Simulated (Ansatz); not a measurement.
Reaction (SMILES): C=O (CH2O) + H+ → C=[OH+] (at O, the best of the heteroatom sites tried; carbon was not tried)

Property: proton affinity (enthalpy at 298 K), in kcal/mol. Positive where the reaction releases energy. Terms: LANL2DZ all-electron up to Ne; six Cartesian d functions in 6-31G* and its kin unless marked 5d; frozen cores in correlated levels; dispersion terms only where a functional's name holds one; non-relativistic; spin-orbit terms left out; 6-311+G** with 5d. CBS(X,Y): correlation extrapolated as X^-3; Hartree-Fock from the larger set. First-principles rows: single points at B3LYP-D3(BJ) geometries (Ansatz, an electronic-structure program), with unscaled harmonic terms from B3LYP/6-31G* at its own minima.

Coupled cluster (Ansatz) is a level with limits of its own, used here on species with T1 under 0.025 (0.045 for open shells) and stable references: CCSD(T)/CBS(cc-pVTZ,cc-pVQZ).

Value to compare with, CCSD(T)/CBS(cc-pVTZ,cc-pVQZ) (Ansatz): 170.5 kcal/mol.

```tsv
level	program	proton affinity (enthalpy at 298 K) (kcal/mol)	difference
PBE/STO-3G	Ansatz	202.5	32.0
PBE/3-21G	Ansatz	168.7	-1.8
PBE/LANL2DZ	Ansatz	166.4	-4.1
PBE/6-31G*	Ansatz	168.4	-2.1
PBE/def2-SVP	Ansatz	169.7	-0.8
PBE/6-311+G**	Ansatz	167.1	-3.4
PBE/def2-TZVPD	Ansatz	167.9	-2.6
```

Among the 6 habitual levels, PBE/STO-3G lies farthest from CCSD(T)/CBS(cc-pVTZ,cc-pVQZ) (Ansatz) (32.0 kcal/mol) and PBE/def2-SVP nearest (-0.8); 1 of 6 lie above it, and their mean absolute difference is 7.4 kcal/mol, the median 2.8. One case shows no general order.

The sets are all those run for this method; runs whose electronic state is in doubt are left out.
